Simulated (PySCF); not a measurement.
## NaS, CCSD(T): how much the basis matters

PySCF, UHF reference; doublet, unpaired electrons π ↑; De to Na + S without counterpoise correction. Frozen cores follow the default of each basis and core potential.

```csv
basis,relativity,functions,Re (Å),ωe (cm⁻¹),De (eV),frozen orbitals
"6-31G(d,p)",no relativity,36,2.516,339,2.11,6
aug-pcseg-1,no relativity,41,2.560,307,2.32,6
jorge-DZP-DKH,spin-free X2C,48,2.515,330,2.14,6
"6-311G(d,p)",no relativity,52,2.505,335,2.17,6
def2-TZVPP,no relativity,74,2.487,331,2.41,6
```

(1) How does each smaller set differ from the one with most functions, def2-TZVPP?

Correlated steps freeze 6 core orbitals. Correlated levels converge slowly with the basis: in double zeta they bind strong bonds too weakly, by up to about 1 eV, and carry superposition errors of some tenths. The state is the lowest determinant that a PBE0 search found; another state may lie lower at other levels.

Results:

(1) 6-31G(d,p): +2.9 pm, +2.4 % in ωe, -0.30 eV in De; aug-pcseg-1: +7.3 pm, -7.3 % in ωe, -0.09 eV in De; jorge-DZP-DKH: +2.8 pm, -0.3 % in ωe, -0.27 eV in De; 6-311G(d,p): +1.8 pm, +1.2 % in ωe, -0.24 eV in De. All at CCSD(T); the set with most functions is neither the basis-set limit nor always the best. The rows treat relativity differently, so the differences are not basis effects alone.
